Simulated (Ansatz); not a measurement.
Relaxation of AlH6NS (9 atoms, charge 0, multiplicity 1), to a largest force component of 0.03 eV/Å in at most 50 steps.

Computed with RKS PBE0/def2-SVP in Ansatz.

```xyz
9
Properties=species:S:1:pos:R:3
Al -0.095 0.556 -0.498
N -0.019 0.072 2.560
H -0.812 -0.231 3.121
H 0.830 -0.153 3.074
H 1.370 0.086 -0.869
H -1.438 -0.190 -0.886
S -0.262 2.630 0.354
H -1.615 2.640 0.329
H -0.069 1.107 2.462
```

Q: Where does it end, and by what steps?

A: The run converged. After 9 steps the energy has fallen by 0.931 eV; Al1 moved furthest, 0.62 Å. Joined: Al1–N2 (3.10 → 2.08 Å).

```
step  energy less start (eV)  largest force component (eV/Å)  accepted
   0                  0.0000                           0.810       yes
   1                 -0.2492                           0.702       yes
   2                 -0.6008                           0.847       yes
   3                 -0.8493                           0.661       yes
   4                 -0.8289                           1.809        no
   5                 -0.9107                           0.276       yes
   6                 -0.9267                           0.148       yes
   7                 -0.9296                           0.058       yes
   8                 -0.9302                           0.036       yes
   9                 -0.9305                           0.017       yes
```

```xyz
9
Properties=species:S:1:pos:R:3
Al -0.098 0.544 0.125
N -0.011 0.174 2.169
H -0.788 -0.384 2.526
H 0.858 -0.272 2.466
H 1.356 0.052 -0.317
H -1.421 -0.258 -0.282
S -0.300 2.782 0.202
H -1.650 2.782 0.149
H -0.058 1.097 2.608
```

Time of the run: 34 s on 1 thread of Intel(R) Xeon(R) Platinum 8259CL CPU @ 2.50GHz (Skylake/Cascade Lake), with other jobs on the host, peak memory 0.17 GiB.
